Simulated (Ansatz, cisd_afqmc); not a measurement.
Species: HS, charge 0, doublet. HS (SMILES [SH], doublet).
HTBH set geometry:
```xyz
2

S      0.0000     0.0000    -0.0788
H      0.0000     0.0000     1.2614
```
Charge 0, spin multiplicity 2.

Total energies in aug-cc-pV(T+d)Z, 7 correlated electrons, 5 frozen orbitals. Open shells are spin-unrestricted; no spin-orbit coupling. Correlated methods leave the cores frozen. No relativity. AFQMC/CISD: phaseless, guided by CISD from CCSD amplitudes; bars are statistical, one sigma. Outlying blocks are dropped, and bars are widened where a walk drifts. Over all cases where full CI ran beside it in this data, AFQMC minus full CI had a median of +0.1 mEh and passed +0.4 mEh in a tenth of the cases.

| method | program | energy (Eh) | minus CCSDT(Q) (mEh) |
|---|---|---|---|
| HF | Ansatz | -398.10707 | 187.38 |
| MP2 | Ansatz | -398.26157 | 32.87 |
| CCSD | Ansatz | -398.28652 | 7.93 |
| CCSD(T) | Ansatz | -398.29330 | 1.14 |
| CCSDT(Q) | Ansatz | -398.29444 | 0.00 |
| AFQMC/CISD | cisd_afqmc | -398.2941 ± 0.0001 | 0.4 ± 0.1 |

Rough core times of Ansatz's runs on a shared machine: CCSD(T) under 20 s, CCSDT(Q) 3 min.

Ansatz is a program for electronic structure.
